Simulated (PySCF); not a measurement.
Working with the constants of MgAl

M06-L constants of MgAl, ²Π (doublet), unpaired electrons π ↑ (basis Mg 3-21G, Al 3-21G; no relativity; PySCF 2.14; masses 23.9850 and 26.9815 u):

| Item | Value |
| --- | --- |
| ωe | 219.1 cm⁻¹ |
| ωexe | 3.11 cm⁻¹ |
| Be | 0.16202 cm⁻¹ |
| αe | 0.00214 cm⁻¹ |
| De to Mg + Al | 0.52 eV |

(1) What force constant and bond length do these constants imply?

(2) Estimate the centrifugal constant D from the Kratzer relation and find the Dunham coefficient a1.

3-21G is very small, so such numbers show the basis as much as the molecule. The state was picked by a PBE0 search and need not be the measured ground state.

Results:

(1) Reduced mass μred = 12.698 u; k = 5.8918×10⁻⁷·μred·ωe² (u, cm⁻¹, mdyn/Å) = 0.359 mdyn/Å; Re = √(16.8576/(μred·Be)) (u, cm⁻¹, Å) = 2.863 Å.

(2) D = 4Be³/ωe² = 3.54e-07 cm⁻¹; a1 = −1 − αeωe/(6Be²) = -3.98.
